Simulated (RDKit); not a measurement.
Input file for RDKit: MMFF94 on CH6O (a complex).

```python
from rdkit import Chem
from rdkit.Chem import AllChem, rdDetermineBonds

blocks = [
'''5

C     0.00069016    0.00000000   -1.99985520
H    -0.50741740    0.88759452   -2.37290605
H     1.03052749    0.00000000   -2.35282982
H    -0.01314396    0.00000000   -0.91190852
H    -0.50741740   -0.88759452   -2.37290605
''',
'''3

O    -0.00472553    0.00000000    1.71597466
H     0.03211863    0.75755459    2.30172044
H     0.03211863   -0.75755459    2.30172044
''',
]
mol = None
for b in blocks:
    f = Chem.MolFromXYZBlock(b)
    rdDetermineBonds.DetermineBonds(f, charge=0)
    mol = f if mol is None else Chem.CombineMols(mol, f)
Chem.SanitizeMol(mol)
print(Chem.MolToSmiles(Chem.RemoveHs(mol)))
ff = AllChem.MMFFGetMoleculeForceField(mol, AllChem.MMFFGetMoleculeProperties(mol), nonBondedThresh=100.0, ignoreInterfragInteractions=False)
e = ff.CalcEnergy()
print(f'MMFF94 energy {e:.6f} kcal/mol')
```

Program output:

```
C.O
MMFF94 energy 0.452970 kcal/mol
```

The run finished.

Cost: about 0.04 core-seconds (a rough figure).
